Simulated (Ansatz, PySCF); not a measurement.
A calculation on zinc-blende AlN (metastable phase) returned lattice constant a 4.385 Å, bulk modulus 204 GPa, cohesive energy 5.43 eV/atom.

Task: Which level of theory produced these numbers?
A. LDA (Ansatz, a program for electronic structure)
B. PBE-D4 (Ansatz)
C. CCSD (PySCF)
D. B3LYP (VWN-RPA form) (Ansatz)

Result: D, B3LYP (VWN-RPA form) (Ansatz)

The others give: CCSD 4.372 Å, 212 GPa, 5.77 eV/atom; LDA 4.342 Å, 210 GPa, 6.60 eV/atom; PBE-D4 4.369 Å, 201 GPa, 6.01 eV/atom.

Unless a cell is named, each level is at its own relaxed cell (B3LYP (VWN-RPA form) 10.54, CCSD 10.45, LDA 10.24, PBE-D4 10.43 Å³/atom).

Ansatz's density-functional and Hartree–Fock values are scalar-relativistic unless marked +SOC, with PAW data made under PBE.
